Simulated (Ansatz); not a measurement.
Cartesian coordinates (Å):
```xyz
5

F      1.5086    -0.2621    -0.3172
Si     0.0000     0.0000     0.0000
F     -0.2164     1.5228     0.2820
F     -0.8727    -0.4327    -1.2233
F     -0.4195    -0.8279     1.2585
```
Charge 0, spin multiplicity 1.

Computed with frozen-core CCSD(T)/def2-TZVPP // r2SCAN-D4/def2-TZVP in Ansatz (a first-principles code).

```
Item                            Value
----------------------  -------------
HF energy               -687.18043 Ha
MP2 correlation energy    -1.10211 Ha
```

Question: Estimate the CCSD correlation energy, the (T) correction, the total energy and the T1 diagnostic.

Answer: 
* **CCSD correlation energy**: -1.10280 Ha
* **(T) correction**: -0.03034 Ha
* **CCSD(T) total energy**: -688.31357 Ha
* **T1 diagnostic**: 0.011
